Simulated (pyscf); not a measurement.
Thermochemistry of product channels of F–SiH(F)–F + H atom (H•) on the doublet surface, in kcal/mol, from ωB97M-D3(BJ)/def2-TZVP energies (ideal gas, 1 atm, RRHO with modes under 100 cm⁻¹ raised to 100, one conformer, R ln 2 for rigid chiral ones). PySCF, gas phase, ωB97X-D3(BJ)/def2-SVP geometries.

```csv
products,ΔE,ΔH(298 K),ΔG(298 K),ΔG(900 K)
fluorine (F–F) + F–SiH₂•,+186.6,+187.8,+183.6,+176.4
F–Si•(F)–F + hydrogen (H₂),-2.7,-1.9,-3.5,-6.5
hydrogen fluoride (HF) + F–SiH•–F,+27.1,+30.1,+26.3,+19.5
```

These are energies of the channels, which say nothing of barriers.
